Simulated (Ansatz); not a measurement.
SnPS3 (Pc, No. 7), treated with PBEsol in Ansatz (PAW).

Settings: plane-wave cutoff 520 eV, 6×6×4 k mesh (along the axes of the cell as run), Fermi–Dirac smearing 0.01 eV, scalar-relativistic PAW data made under PBE.

Cell (measured lattice):

```yaml
crystal:
  lattice:
    - [6.51300, 0.00000, 0.00000]
    - [0.00000, 7.48800, 0.00000]
    - [-6.32478, 0.00000, 9.37611]
  atoms:
    - { symbol: S, position: [0.10210, 0.05170, 0.69420] }
    - { symbol: S, position: [0.10210, 0.94830, 0.19420] }
    - { symbol: S, position: [0.90250, 0.44800, 0.80500] }
    - { symbol: S, position: [0.90250, 0.55200, 0.30500] }
    - { symbol: P, position: [0.87280, 0.86080, 0.68360] }
    - { symbol: P, position: [0.87280, 0.13920, 0.18360] }
    - { symbol: S, position: [0.70380, 0.94620, 0.77880] }
    - { symbol: S, position: [0.70380, 0.05380, 0.27880] }
    - { symbol: Sn, position: [0.80460, 0.38560, 0.52700] }
    - { symbol: Sn, position: [0.80460, 0.61440, 0.02700] }
    - { symbol: S, position: [0.36520, 0.74370, 0.01490] }
    - { symbol: S, position: [0.36520, 0.25630, 0.51490] }
    - { symbol: P, position: [0.12660, 0.64470, 0.81740] }
    - { symbol: P, position: [0.12660, 0.35530, 0.31740] }
    - { symbol: Sn, position: [0.24090, 0.12450, 0.02790] }
    - { symbol: Sn, position: [0.24090, 0.87550, 0.52790] }
    - { symbol: S, position: [0.64070, 0.75110, 0.48980] }
    - { symbol: S, position: [0.64070, 0.24890, 0.98980] }
    - { symbol: S, position: [0.28590, 0.56330, 0.71470] }
    - { symbol: S, position: [0.28590, 0.43670, 0.21470] }
```

Task: Predict the band gap, smallest direct gap on the k points sampled and Γ–Γ gap.

Result: 
- band gap = 1.69 eV
- smallest direct gap on the k points sampled = 1.88 eV
- Γ–Γ gap = 2.21 eV

Note: cell and atoms aren't relaxed at this level (pressure -0.3 GPa).

Spin–orbit coupling is not included.

Computed values are for the static lattice.

Cost on a shared machine: very roughly 50 core-minutes.

Ansatz is a first-principles code.
